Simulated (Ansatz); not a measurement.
## Ansatz (development build ahead of 0.2.0) run

```yaml
crystal:
  periodic: [false, false, false]
  atoms:
    - { symbol: Si, position_ang: [-0.0207, -0.0409, 0.05951] }
    - { symbol: H, position_ang: [1.45295, -0.04107, -0.36976] }
    - { symbol: H, position_ang: [-0.73815, 1.26179, -0.33875] }
    - { symbol: H, position_ang: [-0.69955, -1.21383, -0.41504] }
basis:
  gaussian: { orbitals: "6-31G" }
magnetization:
  spin_polarized: true
  initial_magnetization: 1
hamiltonian:
  xc: hf
correlation:
  method: mp2
  frozen_orbitals: { H: 0, Si: 5 }
```

The input is written out in the form of the current development build from the run's settings.

Output:

```yaml
Converged: yes
Reference_energy: -290.56442 hartree
Correlation_energy: -0.04913 hartree
Total_energy: -290.61355 hartree
Spin_squared_of_the_determinant: 0.756
```
